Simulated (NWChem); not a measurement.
## CHO (+1)

```xyz
3

C      0.0000     0.0000    -0.5219
O      0.0000     0.0000     0.5966
H      0.0000     0.0000    -1.6409
```
Charge +1, spin multiplicity 1.

The numbers come from NWChem runs, not from measurements. Structure: optimised with PBE/def2-SVP, a minimum by its harmonic frequencies.

Symmetry labels belong to the abelian group C2v used in the runs, with the axes of the coordinates shown; states degenerate in a higher group split over its labels.

B3LYP has NWChem's definition, with VWN1-RPA local correlation. The structure started from a generated list of species.

List the lowest 5 singlet excitations that TD-B3LYP/def2-SVPD, VWN1-RPA local correlation gives, with oscillator strengths.


| state | symmetry | energy (eV) | wavelength (nm) | f |
|---|---|---|---|---|
| 1 | a2 | 9.21 | 135 | 0.000 |
| 2 | a2 | 9.57 | 130 | 0.000 |
| 3 | a1 | 9.57 | 130 | 0.000 |
| 4 | b2 | 11.24 | 110 | 0.002 |
| 5 | b1 | 11.24 | 110 | 0.002 |
